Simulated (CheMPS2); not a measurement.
# DMRG/cc-pVDZ run of BH (SMILES [BH]), part 2 of 2

CheMPS2 1.8.12. The steps go on from the part before.

## Step 3: The triplet: the energy at DMRG/cc-pVDZ

Input file integrals.py:

```python
from pyscf import ao2mo, cc, dft, gto, mcscf, mp, scf
from pyscf.tools import fcidump

mol = gto.M(atom="""
B      0.000000     0.000000     0.000000
H      0.000000     0.000000     1.232400
""", basis="cc-pvdz", charge=0, spin=2, verbose=4)
print("basis functions = %d" % (mol.nao))
mf = scf.ROHF(mol)
mf.conv_tol = 1e-10
mf.max_cycle = 200
mf.kernel()
if not mf.converged:
    mf = mf.newton().run(mf.mo_coeff, mf.mo_occ)
print("SCF energy = %.10f" % (mf.e_tot))
# MP2, CCSD and CCSD(T) with the same frozen core
ref = scf.UHF(mol).run(mf.make_rdm1(), conv_tol=1e-10)
pt = mp.MP2(ref, frozen=1).run()
mycc = cc.CCSD(ref, frozen=1)
mycc.max_cycle = 150
mycc.kernel()
print(f"E(MP2) = {pt.e_tot:.10f}")
if mycc.converged:
    print(f"E(CCSD) = {mycc.e_tot:.10f}")
    print("CCSD(T) total energy = %.10f" % (mycc.e_tot + mycc.ccsd_t()))
# a few density functionals on the same geometry and basis
ks = dft.UKS(mol, xc="camb3lyp").set(conv_tol=1e-9, verbose=3).run(mf.make_rdm1())
if ks.converged:
    print("E(CAM-B3LYP) = %.8f" % (ks.e_tot))
ks = dft.UKS(mol, xc="tpss").set(conv_tol=1e-9, verbose=3).run(mf.make_rdm1())
if ks.converged:
    print("E(TPSS) = %.8f" % (ks.e_tot))
ks = dft.UKS(mol, xc="bhandhlyp").set(conv_tol=1e-9, verbose=3).run(mf.make_rdm1())
if ks.converged:
    print("E(BHLYP) = %.8f" % (ks.e_tot))
ks = dft.UKS(mol, xc="pbe").set(conv_tol=1e-9, verbose=3).run(mf.make_rdm1())
if ks.converged:
    print("E(PBE) = %.8f" % (ks.e_tot))
# natural orbitals of MP2 give a compact matrix product state
occ_no, mo = mcscf.addons.make_natural_orbitals(mp.MP2(mf.to_uhf(), frozen=1).run())
mf.mo_coeff = mo
# write the integrals of the correlated orbitals
cas = mcscf.CASCI(mf, 18, 4)
h1, ecore = cas.get_h1eff()
fcidump.from_integrals("FCIDUMP", h1, cas.get_h2eff(), 18, 4, nuc=ecore, ms=2)
# exact diagonalisation in the same space
ci = mcscf.CASCI(mf, 18, (3, 1))
ci.fix_spin_(ss=2)
ci.fcisolver.conv_tol = 1e-10
ci.fcisolver.max_cycle = 200
ci.kernel()
print(f"FCI energy = {ci.e_tot:.10f}")
```

Input file dmrg.input:

```
FCIDUMP = FCIDUMP
GROUP = 0
MULTIPLICITY = 3
NELECTRONS = 4
IRREP = 0
EXCITATION = 0
SWEEP_STATES = 200, 400, 800, 800
SWEEP_ENERGY_CONV = 1e-05, 1e-05, 1e-05, 1e-07
SWEEP_MAX_SWEEPS = 2, 4, 3, 6
SWEEP_NOISE_PREFAC = 0.05, 0.05, 0.005, 0.0
SWEEP_DVDSON_RTOL = 1e-04, 1e-04, 1e-04, 1e-05
NOCC = 0
NACT = 18
NVIR = 0
MOLCAS_FIEDLER = TRUE
PRINT_CORR = FALSE
TMP_FOLDER = .
```

On the command line:

```bash
python integrals.py && chemps2 --file=dmrg.input
```

The log of the run:

```text
$ python integrals.py

[INPUT] verbose = 4
[INPUT] num. atoms = 2
[INPUT] num. electrons = 6
[INPUT] charge = 0
[INPUT] spin (= nelec alpha-beta = 2S) = 2
[INPUT] symmetry False subgroup None
[INPUT] Mole.unit = angstrom
[INPUT] Symbol           X                Y                Z      unit          X                Y                Z       unit  Magmom
[INPUT]  1 B      0.000000000000   0.000000000000   0.000000000000 AA    0.000000000000   0.000000000000   0.000000000000 Bohr   0.0
[INPUT]  2 H      0.000000000000   0.000000000000   1.232400000000 AA    0.000000000000   0.000000000000   2.328898475914 Bohr   0.0

nuclear repulsion = 2.14693772687439
number of shells = 8
number of NR pGTOs = 33
number of NR cGTOs = 19
basis = cc-pvdz
ecp = {}
CPU time:         0.37
basis functions = 19

******** <class 'pyscf.scf.rohf.ROHF'> ********
method = ROHF
initial guess = minao
damping factor = 0
level_shift factor = 0
DIIS = <class 'pyscf.scf.diis.CDIIS'>
diis_start_cycle = 1
diis_space = 8
diis_damp = 0
SCF conv_tol = 1e-10
SCF conv_tol_grad = None
SCF max_cycles = 200
direct_scf = True
direct_scf_tol = 1e-13
chkfile to save SCF result = tmpeejbgocf
max_memory 1800 MB (current use 107 MB)
num. doubly occ = 2  num. singly occ = 2
Set gradient conv threshold to 1e-05
init E= -24.9076937622413

[... the frontier-level lines of each cycle are left out ...]

cycle= 1 E= -25.0576801209927  delta_E= -0.15  |g|= 0.153  |ddm|= 0.962
cycle= 2 E= -25.1001093979429  delta_E= -0.0424  |g|= 0.0611  |ddm|= 0.382
cycle= 3 E= -25.107873405743  delta_E= -0.00776  |g|= 0.0272  |ddm|= 0.125
cycle= 4 E= -25.1098055408556  delta_E= -0.00193  |g|= 0.0049  |ddm|= 0.0909
cycle= 5 E= -25.1098158262796  delta_E= -1.03e-05  |g|= 0.00184  |ddm|= 0.0156
cycle= 6 E= -25.1098239488638  delta_E= -8.12e-06  |g|= 0.000169  |ddm|= 0.0073
cycle= 7 E= -25.1098239894825  delta_E= -4.06e-08  |g|= 5.75e-05  |ddm|= 0.00063
cycle= 8 E= -25.109823995775  delta_E= -6.29e-09  |g|= 6.56e-06  |ddm|= 0.000138
cycle= 9 E= -25.1098239958414  delta_E= -6.64e-11  |g|= 5.91e-07  |ddm|= 2.33e-05
Extra cycle  E= -25.1098239958417  delta_E= -3.16e-13  |g|= 1.81e-07  |ddm|= 2.07e-06
converged SCF energy = -25.1098239958417
SCF energy = -25.1098239958

******** <class 'pyscf.scf.uhf.UHF'> ********
method = UHF
initial guess = minao
damping factor = 0
level_shift factor = 0
DIIS = <class 'pyscf.scf.diis.CDIIS'>
diis_start_cycle = 1
diis_space = 8
diis_damp = 0
SCF conv_tol = 1e-10
SCF conv_tol_grad = None
SCF max_cycles = 50
direct_scf = True
direct_scf_tol = 1e-13
chkfile to save SCF result = tmp554f8811
max_memory 1800 MB (current use 112 MB)
number electrons alpha = 4  beta = 2
Set gradient conv threshold to 1e-05
init E= -25.1098239958417
cycle= 1 E= -25.1108696616663  delta_E= -0.00105  |g|= 0.0092  |ddm|= 0.0301
cycle= 2 E= -25.1109440124761  delta_E= -7.44e-05  |g|= 0.00262  |ddm|= 0.00806
cycle= 3 E= -25.1109513643752  delta_E= -7.35e-06  |g|= 0.000405  |ddm|= 0.00361
cycle= 4 E= -25.1109517668256  delta_E= -4.02e-07  |g|= 0.000141  |ddm|= 0.00129
cycle= 5 E= -25.1109518225585  delta_E= -5.57e-08  |g|= 5.14e-05  |ddm|= 0.000506
cycle= 6 E= -25.110951830486  delta_E= -7.93e-09  |g|= 1.26e-05  |ddm|= 0.000204
cycle= 7 E= -25.1109518308904  delta_E= -4.04e-10  |g|= 1.71e-06  |ddm|= 5.37e-05
cycle= 8 E= -25.1109518308951  delta_E= -4.73e-12  |g|= 3.61e-07  |ddm|= 4.35e-06
Extra cycle  E= -25.1109518308953  delta_E= -1.81e-13  |g|= 1.75e-07  |ddm|= 6.1e-07
converged SCF energy = -25.1109518308953  <S^2> = 2.0021415  2S+1 = 3.0014273

******** <class 'pyscf.mp.ump2.UMP2'> ********
nocc = (np.int64(3), np.int64(1)), nmo = (18, 18)
frozen orbitals 1
max_memory 1800 MB (current use 121 MB)
E(UMP2) = -25.1514614869321  E_corr = -0.0405096560367872
E(SCS-UMP2) = -25.1530777007894  E_corr = -0.0421258698940394
E_corr(same-spin) = -0.0074835200193522
E_corr(oppo-spin) = -0.033026136017435

******** <class 'pyscf.cc.uccsd.UCCSD'> ********
CC2 = 0
CCSD nocc = (np.int64(3), np.int64(1)), nmo = (18, 18)
frozen orbitals 1
max_cycle = 150
direct = 0
conv_tol = 1e-07
conv_tol_normt = 1e-06
diis_space = 6
diis_start_cycle = 0
diis_start_energy_diff = 1e+09
max_memory 1800 MB (current use 121 MB)
Init t2, MP2 energy = -0.0405096556184932
Init E_corr(UCCSD) = -0.0405096556185242
cycle = 1  E_corr(UCCSD) = -0.0504174980445333  dE = -0.00990784243  norm(t1,t2) = 0.0404206
cycle = 2  E_corr(UCCSD) = -0.0532413187971903  dE = -0.00282382075  norm(t1,t2) = 0.0184032
cycle = 3  E_corr(UCCSD) = -0.0552713824765796  dE = -0.00203006368  norm(t1,t2) = 0.0110979
cycle = 4  E_corr(UCCSD) = -0.0552646828916362  dE = 6.69958494e-06  norm(t1,t2) = 0.00410443
cycle = 5  E_corr(UCCSD) = -0.0552988119807319  dE = -3.41290891e-05  norm(t1,t2) = 0.000839032
cycle = 6  E_corr(UCCSD) = -0.0552875531624349  dE = 1.12588183e-05  norm(t1,t2) = 0.000215629
cycle = 7  E_corr(UCCSD) = -0.0552954598844274  dE = -7.90672199e-06  norm(t1,t2) = 7.41199e-05
cycle = 8  E_corr(UCCSD) = -0.0552927219896678  dE = 2.73789476e-06  norm(t1,t2) = 2.37384e-05
cycle = 9  E_corr(UCCSD) = -0.0552926955212938  dE = 2.64683741e-08  norm(t1,t2) = 5.05204e-06
cycle = 10  E_corr(UCCSD) = -0.0552928138561238  dE = -1.1833483e-07  norm(t1,t2) = 1.87561e-06
cycle = 11  E_corr(UCCSD) = -0.0552928428053658  dE = -2.8949242e-08  norm(t1,t2) = 3.58424e-07
UCCSD converged
E(UCCSD) = -25.16624467370068  E_corr = -0.05529284280536583
E(MP2) = -25.1514614869
E(CCSD) = -25.1662446737
UCCSD(T) correction = -0.000859555105506011
CCSD(T) total energy = -25.1671042288
radial grids:
    Treutler-Ahlrichs [JCP 102, 346 (1995); DOI:10.1063/1.469408] (M4) radial grids

becke partition: Becke, JCP 88, 2547 (1988); DOI:10.1063/1.454033
pruning grids: <function nwchem_prune at 0xebb3fc1d8180>
grids dens level: 3
symmetrized grids: False
atomic radii adjust function: <function treutler_atomic_radii_adjust at 0xebb3fc1d8680>
tot grids = 23856
converged SCF energy = -25.2244990328872  <S^2> = 2.0011896  2S+1 = 3.000793
E(CAM-B3LYP) = -25.22449903
radial grids:
    Treutler-Ahlrichs [JCP 102, 346 (1995); DOI:10.1063/1.469408] (M4) radial grids

becke partition: Becke, JCP 88, 2547 (1988); DOI:10.1063/1.454033
pruning grids: <function nwchem_prune at 0xebb3fc1d8180>
grids dens level: 3
symmetrized grids: False
atomic radii adjust function: <function treutler_atomic_radii_adjust at 0xebb3fc1d8680>
tot grids = 23856








converged SCF energy = -25.2598321996536  <S^2> = 2.0013858  2S+1 = 3.0009237
E(TPSS) = -25.25983220
radial grids:
    Treutler-Ahlrichs [JCP 102, 346 (1995); DOI:10.1063/1.469408] (M4) radial grids

becke partition: Becke, JCP 88, 2547 (1988); DOI:10.1063/1.454033
pruning grids: <function nwchem_prune at 0xebb3fc1d8180>
grids dens level: 3
symmetrized grids: False
atomic radii adjust function: <function treutler_atomic_radii_adjust at 0xebb3fc1d8680>
tot grids = 23856
converged SCF energy = -25.236442828631  <S^2> = 2.0016698  2S+1 = 3.001113
E(BHLYP) = -25.23644283
radial grids:
    Treutler-Ahlrichs [JCP 102, 346 (1995); DOI:10.1063/1.469408] (M4) radial grids

becke partition: Becke, JCP 88, 2547 (1988); DOI:10.1063/1.454033
pruning grids: <function nwchem_prune at 0xebb3fc1d8180>
grids dens level: 3
symmetrized grids: False
atomic radii adjust function: <function treutler_atomic_radii_adjust at 0xebb3fc1d8680>
tot grids = 23856
converged SCF energy = -25.1980706229561  <S^2> = 2.000882  2S+1 = 3.0005879
E(PBE) = -25.19807062

******** <class 'pyscf.mp.ump2.UMP2'> ********
nocc = (np.int64(3), np.int64(1)), nmo = (18, 18)
frozen orbitals 1
max_memory 1800 MB (current use 155 MB)
E(UMP2) = -25.149924425443  E_corr = -0.0401004296012041
E(SCS-UMP2) = -25.1515717307279  E_corr = -0.0417477348861041
E_corr(same-spin) = -0.00735320842539327
E_corr(oppo-spin) = -0.0327472211758108

******** <class 'pyscf.mcscf.casci.CASCI'> ********
CAS (3e+1e, 18o), ncore = 1, nvir = 0
natorb = False
canonicalization = True
sorting_mo_energy = False
max_memory 1800 MB (current use 155 MB)
******** <class 'pyscf.fci.addons.SpinPenaltyFCISolver'> ********
max. cycles = 200
conv_tol = 1e-10
davidson only = True
linear dependence = 1e-12
level shift = 0.001
max iter space = 12
max_memory 1800 MB
nroots = 1
pspace_size = 400
spin = None
Density matrix diagonal elements [1.94444692e+00 9.93507654e-01 9.89888260e-01 1.98116201e-02
 1.80920522e-02 7.23643504e-03 5.79716842e-03 5.63151437e-03
 3.33702920e-03 4.22706265e-03 2.87865922e-03 2.83864888e-03
 6.20709602e-04 5.85775401e-04 3.31019322e-04 5.92731243e-04
 8.69420203e-05 8.98023435e-05]
CASCI converged
CASCI E = -25.1674651864712  E(CI) = -4.47051329016418  S^2 = 2.0000000
FCI energy = -25.1674651865

$ chemps2 --file=dmrg.input

Running chemps2 version 1.8.12 () with the following options:

   FCIDUMP            = FCIDUMP
   GROUP              = c1
   MULTIPLICITY       = 3
   NELECTRONS         = 4
   IRREP              = A
   EXCITATION         = 0
   SWEEP_STATES       = [ 200 ; 400 ; 800 ; 800 ]
   SWEEP_ENERGY_CONV  = [ 1e-05 ; 1e-05 ; 1e-05 ; 1e-07 ]
   SWEEP_MAX_SWEEPS   = [ 2 ; 4 ; 3 ; 6 ]
   SWEEP_NOISE_PREFAC = [ 0.05 ; 0.05 ; 0.005 ; 0 ]
   SWEEP_DVDSON_RTOL  = [ 0.0001 ; 0.0001 ; 0.0001 ; 1e-05 ]
   NOCC               = [ 0 ]
   NACT               = [ 18 ]
   NVIR               = [ 0 ]
   MOLCAS_2RDM        =
   MOLCAS_3RDM        =
   MOLCAS_F4RDM       =
   MOLCAS_FOCK        =
   MOLCAS_FIEDLER     = TRUE
   MOLCAS_MPS         = FALSE
   MOLCAS_STATE_AVG   = FALSE
   PRINT_CORR         = FALSE
   TMP_FOLDER         = .

CheMPS2::Hamiltonian : Reading FCIDUMP file FCIDUMP
CheMPS2::Hamiltonian : Finished reading FCIDUMP file FCIDUMP
   EdmistonRuedenberg::FiedlerGlobal : Cost function at start = 420.199645164082
   EdmistonRuedenberg::FiedlerGlobal : Cost function at end   = 285.950278633244
   EdmistonRuedenberg::FiedlerGlobal : Reordering = [ 10, 7, 6, 2, 9, 14, 12, 4, 16, 0, 1, 3, 8, 11, 15, 5, 13, 17 ].

   CheMPS2: a spin-adapted implementation of DMRG for ab initio quantum chemistry

   Stats: nIt(DAVIDSON) = 23
Energy at sites (16, 17) is -21.7468024183773
   Stats: nIt(DAVIDSON) = 20
Energy at sites (15, 16) is -22.6378265197518
   Stats: nIt(DAVIDSON) = 25
Energy at sites (14, 15) is -23.1829215366665
   Stats: nIt(DAVIDSON) = 24
Energy at sites (13, 14) is -23.2614788546718
   Stats: nIt(DAVIDSON) = 26
Energy at sites (12, 13) is -23.6280679603088
   Stats: nIt(DAVIDSON) = 38
Energy at sites (11, 12) is -24.2696095630113
   Stats: nIt(DAVIDSON) = 25
Energy at sites (10, 11) is -24.8778262219547
   Stats: nIt(DAVIDSON) = 31
Energy at sites (9, 10) is -25.1516518046565
   Stats: nIt(DAVIDSON) = 25
Energy at sites (8, 9) is -25.1544755228368
   Stats: nIt(DAVIDSON) = 23
Energy at sites (7, 8) is -25.164539604825
   Stats: nIt(DAVIDSON) = 7
Energy at sites (6, 7) is -25.1649392508048
   Stats: nIt(DAVIDSON) = 13
Energy at sites (5, 6) is -25.165625940463
   Stats: nIt(DAVIDSON) = 9
Energy at sites (4, 5) is -25.1671673563858
   Stats: nIt(DAVIDSON) = 4
Energy at sites (3, 4) is -25.1671896243212
   Stats: nIt(DAVIDSON) = 2
Energy at sites (2, 3) is -25.1671899617528
   Stats: nIt(DAVIDSON) = 1
Energy at sites (1, 2) is -25.1671899617527
******************************************************************
***  Information on left sweep 0 of instruction 0:
***     Elapsed wall time        = 3.5046 seconds
***     Minimum energy           = -25.1671899617528
***     Maximum discarded weight = 0
******************************************************************
   Stats: nIt(DAVIDSON) = 1
Energy at sites (0, 1) is -25.1671899617527
   Stats: nIt(DAVIDSON) = 1
Energy at sites (1, 2) is -25.1671899617527
   Stats: nIt(DAVIDSON) = 1
Energy at sites (2, 3) is -25.1671899617527
   Stats: nIt(DAVIDSON) = 1
Energy at sites (3, 4) is -25.1671899617527
   Stats: nIt(DAVIDSON) = 2
Energy at sites (4, 5) is -25.1671899812422
   Stats: nIt(DAVIDSON) = 9
Energy at sites (5, 6) is -25.1671932293386
   Stats: nIt(DAVIDSON) = 4
Energy at sites (6, 7) is -25.1671962588264
   Stats: nIt(DAVIDSON) = 5
Energy at sites (7, 8) is -25.1672014568182
   Stats: nIt(DAVIDSON) = 8
Energy at sites (8, 9) is -25.1673157908342
   Stats: nIt(DAVIDSON) = 5
Energy at sites (9, 10) is -25.1673317030571
   Stats: nIt(DAVIDSON) = 5
Energy at sites (10, 11) is -25.1674102437181
   Stats: nIt(DAVIDSON) = 5
Energy at sites (11, 12) is -25.1674434089039
   Stats: nIt(DAVIDSON) = 4
Energy at sites (12, 13) is -25.1674554723196
   Stats: nIt(DAVIDSON) = 4
Energy at sites (13, 14) is -25.1674571464577
   Stats: nIt(DAVIDSON) = 1
Energy at sites (14, 15) is -25.1674571464577
   Stats: nIt(DAVIDSON) = 1
Energy at sites (15, 16) is -25.1674571464577
******************************************************************
***  Information on right sweep 0 of instruction 0:
***     Elapsed wall time        = 0.90745 seconds
***     Minimum energy           = -25.1674571464577
***     Maximum discarded weight = 0
***     Energy difference with respect to previous leftright sweep = 25.1674571464577
******************************************************************
[... 16 site updates ...]
******************************************************************
***  Information on left sweep 1 of instruction 0:
***     Elapsed wall time        = 0.478243 seconds
***     Minimum energy           = -25.1674577016929
***     Maximum discarded weight = 0
******************************************************************
[... 16 site updates ...]
******************************************************************
***  Information on right sweep 1 of instruction 0:
***     Elapsed wall time        = 0.328913 seconds
***     Minimum energy           = -25.167457701693
***     Maximum discarded weight = 0
***     Energy difference with respect to previous leftright sweep = 5.55235157406742e-07
******************************************************************
***  Information on completed instruction 0:
***     The reduced virtual dimension DSU(2)               = 200
***     The total number of reduced MPS variables          = 29985
***     Minimum energy encountered during all instructions = -25.167457701693
***     Minimum energy encountered during the last sweep   = -25.167457701693
***     Maximum discarded weight during the last sweep     = 0
******************************************************************
[... 16 site updates ...]
******************************************************************
***  Information on left sweep 0 of instruction 1:
***     Elapsed wall time        = 0.327842 seconds
***     Minimum energy           = -25.167457701693
***     Maximum discarded weight = 0
******************************************************************
[... 16 site updates ...]
******************************************************************
***  Information on right sweep 0 of instruction 1:
***     Elapsed wall time        = 0.329732 seconds
***     Minimum energy           = -25.167457701693
***     Maximum discarded weight = 0
***     Energy difference with respect to previous leftright sweep = 7.105427357601e-15
******************************************************************
***  Information on completed instruction 1:
***     The reduced virtual dimension DSU(2)               = 400
***     The total number of reduced MPS variables          = 29985
***     Minimum energy encountered during all instructions = -25.167457701693
***     Minimum energy encountered during the last sweep   = -25.167457701693
***     Maximum discarded weight during the last sweep     = 0
******************************************************************
[... 16 site updates ...]
******************************************************************
***  Information on left sweep 0 of instruction 2:
***     Elapsed wall time        = 0.329242 seconds
***     Minimum energy           = -25.167457701693
***     Maximum discarded weight = 0
******************************************************************
[... 16 site updates ...]
******************************************************************
***  Information on right sweep 0 of instruction 2:
***     Elapsed wall time        = 0.328952 seconds
***     Minimum energy           = -25.167457701693
***     Maximum discarded weight = 0
***     Energy difference with respect to previous leftright sweep = 7.105427357601e-15
******************************************************************
***  Information on completed instruction 2:
***     The reduced virtual dimension DSU(2)               = 800
***     The total number of reduced MPS variables          = 29985
***     Minimum energy encountered during all instructions = -25.167457701693
***     Minimum energy encountered during the last sweep   = -25.167457701693
***     Maximum discarded weight during the last sweep     = 0
******************************************************************
[... 16 site updates ...]
******************************************************************
***  Information on left sweep 0 of instruction 3:
***     Elapsed wall time        = 0.511458 seconds
***     Minimum energy           = -25.1674577059816
***     Maximum discarded weight = 0
******************************************************************
[... 16 site updates ...]
******************************************************************
***  Information on right sweep 0 of instruction 3:
***     Elapsed wall time        = 0.33202 seconds
***     Minimum energy           = -25.1674577059816
***     Maximum discarded weight = 0
***     Energy difference with respect to previous leftright sweep = 4.28863700108195e-09
******************************************************************
***  Information on completed instruction 3:
***     The reduced virtual dimension DSU(2)               = 800
***     The total number of reduced MPS variables          = 29985
***     Minimum energy encountered during all instructions = -25.1674577059816
***     Minimum energy encountered during the last sweep   = -25.1674577059816
***     Maximum discarded weight during the last sweep     = 0
******************************************************************
```

Wall time 12 s (1 thread of Arm Neoverse V2, shared host); peak memory 0.15 GiB.

## Step 4: Outcome

This closing draws on all 2 parts.

Level: DMRG/cc-pVDZ, 1 core orbital frozen.

| quantity | value |
| --- | --- |
| run 1, DMRG/cc-pVDZ: total energy | -25.21513 Eh |
| run 1, DMRG/cc-pVDZ: T1 diagnostic of the CCSD step | 0.013 |
| triplet: total energy | -25.16746 Eh |
| vertical energy of the triplet above the singlet | 1.297 eV |

At this shape the triplet lies 1.30 eV (30 kcal/mol) above the singlet.
